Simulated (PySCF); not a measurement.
Question: Give a PBE0-D3(BJ)/def2-SVP geometry of `F[C@@]12CC[C@@H]1C2`.

Answer: 
Z-matrix in Å and degrees, rows numbered from 1:
```
F 
C   1  1.3471
C   2  1.5121  1  122.22
C   3  1.5556  2   88.30  1   144.03
C   2  1.5099  1  129.68  3   125.54
C   2  1.4808  1  121.18  3  -158.35
H   3  1.0990  2  111.16  1    31.49
H   3  1.1018  2  116.90  1   -94.82
H   4  1.1021  3  115.86  2   115.31
H   4  1.0988  3  112.70  2  -118.56
H   5  1.0923  2  130.59  6  -106.71
H   6  1.0975  2  122.00  5  -110.43
H   6  1.0932  2  113.29  5   105.34
```

The C–C distances run from 1.481 Å (C2–C6, drawn single) to 1.556 Å (C3–C4, drawn single), a spread of 0.075 Å. The 4-membered ring C2–C3–C4–C5 has internal angles of 88.3° to 92.2° (sum 360°, against 360° for a flat polygon); it is almost planar, 0.02 Å rms from its mean plane, widest ring torsion 3°. The 3-membered ring C2–C5–C6 has internal angles of 58.7° to 60.7°.

Method: PBE0-D3(BJ)/def2-SVP geometry optimisation, gas phase (PySCF).

Point group: C1 (no symmetry element, even within 0.4 Å). Whether it is a minimum is left open (no frequencies).
